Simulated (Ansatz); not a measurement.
Relaxation of H4OSi (6 atoms, charge 0, multiplicity 1), to a largest force component of 0.02 eV/Å in at most 40 steps.

Level of theory: RKS PBE0/def2-SVP in Ansatz 0.2.0.

```xyz
6
Properties=species:S:1:pos:R:3
Si 0.000 0.000 0.000
O 0.000 0.000 1.680
H -0.909 -0.281 2.017
H 1.377 0.000 -0.486
H -0.688 1.191 -0.486
H -0.688 -1.191 -0.486
```

Where does it end, and by what steps?

It converged. After 5 steps the energy has fallen by 0.119 eV; H3 moved furthest, 0.17 Å.

| step | energy less start (eV) | largest force component (eV/Å) | accepted |
| --- | --- | --- | --- |
| 0 | 0.0000 | 1.974 | yes |
| 1 | -0.0964 | 0.693 | yes |
| 2 | -0.1097 | 0.318 | yes |
| 3 | -0.1182 | 0.065 | yes |
| 4 | -0.1187 | 0.071 | yes |
| 5 | -0.1191 | 0.002 | yes |

```xyz
6
Properties=species:S:1:pos:R:3
Si -0.022 -0.026 0.001
O -0.007 -0.102 1.665
H -0.860 -0.145 2.106
H 1.402 0.021 -0.427
H -0.734 1.193 -0.498
H -0.688 -1.221 -0.608
```

Whether the end is a true minimum wasn't checked by a vibrational analysis.

Time of the run: 6.5 s on 1 thread of AMD EPYC 7R43 64-Core Processor (Zen 3), on a shared host, peak memory 0.12 GiB.
